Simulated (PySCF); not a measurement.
System (SMILES): S (H2S).
Geometry (B3LYP-D3(BJ)/def2-TZVP, fixed):
```xyz
3

S      0.0018     0.0003     0.1031
H     -0.0075     0.9678    -0.8277
H     -0.0219    -0.9726    -0.8218
```

Basis-set convergence of the isotropic shielding of H2 at HF with PySCF. GIAO, no density fitting; atoms are numbered in the order shown. All functions are spherical. No added dispersion term, no relativity. Reference: the value in pcSseg-3, 30.36 ppm, itself unsure by roughly 0.04 ppm (its mean distance from cc-pCVQZ, pcseg-3, pcSseg-2). Deviations are taken from unrounded values.

| basis | functions | isotropic shielding of H2 (ppm) |
|---|---|---|
| 6-31G* | 22 | 31.66 |
| 6-31+G* | 26 | 31.66 |
| def2-SVP | 28 | 30.97 |
| def2-SVPD | 43 | 30.78 |
| pcseg-1 | 28 | 30.64 |
| aug-pcseg-1 | 45 | 30.70 |
| cc-pV(D+d)Z | 33 | 30.69 |
| aug-cc-pV(D+d)Z | 50 | 30.69 |
| 6-311G** | 38 | 30.70 |
| 6-311+G** | 42 | 30.74 |
| def2-TZVP | 49 | 30.70 |
| def2-TZVPD | 64 | 30.71 |
| pcseg-2 | 62 | 30.48 |
| aug-pcseg-2 | 96 | 30.50 |
| cc-pV(T+d)Z | 67 | 30.48 |
| aug-cc-pV(T+d)Z | 101 | 30.45 |
| def2-TZVPP | 70 | 30.47 |
| def2-TZVPPD | 85 | 30.45 |
| cc-pV(Q+d)Z | 124 | 30.43 |
| aug-cc-pV(Q+d)Z | 181 | 30.42 |
| def2-QZVPP | 130 | 30.42 |
| def2-QZVPPD | 145 | 30.42 |
| pcseg-3 | 130 | 30.39 |
| aug-pcseg-3 | 187 | 30.38 |

What the diffuse functions change, pair by pair:
- 6-31G* to 6-31+G*: 4 more functions, deviation 1.30 to 1.30 ppm
- def2-SVP to def2-SVPD: 15 more functions, deviation 0.61 to 0.41 ppm
- pcseg-1 to aug-pcseg-1: 17 more functions, deviation 0.28 to 0.34 ppm
- cc-pV(D+d)Z to aug-cc-pV(D+d)Z: 17 more functions, deviation 0.33 to 0.33 ppm
- 6-311G** to 6-311+G**: 4 more functions, deviation 0.34 to 0.38 ppm
- def2-TZVP to def2-TZVPD: 15 more functions, deviation 0.33 to 0.34 ppm
- pcseg-2 to aug-pcseg-2: 34 more functions, deviation 0.12 to 0.14 ppm
- cc-pV(T+d)Z to aug-cc-pV(T+d)Z: 34 more functions, deviation 0.11 to 0.08 ppm
- def2-TZVPP to def2-TZVPPD: 15 more functions, deviation 0.10 to 0.09 ppm
- cc-pV(Q+d)Z to aug-cc-pV(Q+d)Z: 57 more functions, deviation 0.07 to 0.06 ppm
- def2-QZVPP to def2-QZVPPD: 15 more functions, deviation 0.06 to 0.06 ppm
- pcseg-3 to aug-pcseg-3: 57 more functions, deviation 0.02 to 0.02 ppm

They bring the value nearer the reference by more than 0.04 ppm in 1 of 12 pairs.
